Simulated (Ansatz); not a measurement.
Process, species as SMILES: [C-]#[S+] (C-S) → CS+ (doublet, bonded as [C-]#[S+]) + e-
B3LYP-D3(BJ)/def2-TZVP geometries, fixed; electronic energies without zero-point terms.
Largest species:
```
C
S 1 1.5320
```

Effect of the final integration grid (spheres per factor e of radius in core and valence, angular degree) at PBE/cc-pV(T+d)Z with Ansatz (a quantum-chemistry and plane-wave program), against the last row, where the adiabatic ionisation energy is 11.22 eV. Open shells are unrestricted. The default's grid is 13, 11, 36.

```json
[
 {"setting": "accuracy: medium (default)", "largest shift of a total energy (mEh)": "0.000", "shift of the adiabatic ionisation energy (eV)": "0.000"},
 {"setting": "final_grid: 4, 3, 11", "largest shift of a total energy (mEh)": "0.362", "shift of the adiabatic ionisation energy (eV)": "0.012"},
 {"setting": "final_grid: 6, 5, 17", "largest shift of a total energy (mEh)": "0.055", "shift of the adiabatic ionisation energy (eV)": "0.000"},
 {"setting": "final_grid: 8, 7, 23", "largest shift of a total energy (mEh)": "0.002", "shift of the adiabatic ionisation energy (eV)": "0.000"},
 {"setting": "final_grid: 10, 9, 29", "largest shift of a total energy (mEh)": "0.001", "shift of the adiabatic ionisation energy (eV)": "0.000"},
 {"setting": "final_grid: 18, 15, 47", "largest shift of a total energy (mEh)": "0.000", "shift of the adiabatic ionisation energy (eV)": "0.000"},
 {"setting": "final_grid: 26, 22, 59", "largest shift of a total energy (mEh)": "0.000", "shift of the adiabatic ionisation energy (eV)": "0.000"}
]
```

Within 0.005 eV in the adiabatic ionisation energy: accuracy: medium (default); final_grid: 6, 5, 17; final_grid: 8, 7, 23; final_grid: 10, 9, 29; final_grid: 18, 15, 47. The largest shift is 0.362 mEh in a total energy and 0.012 eV in the difference.
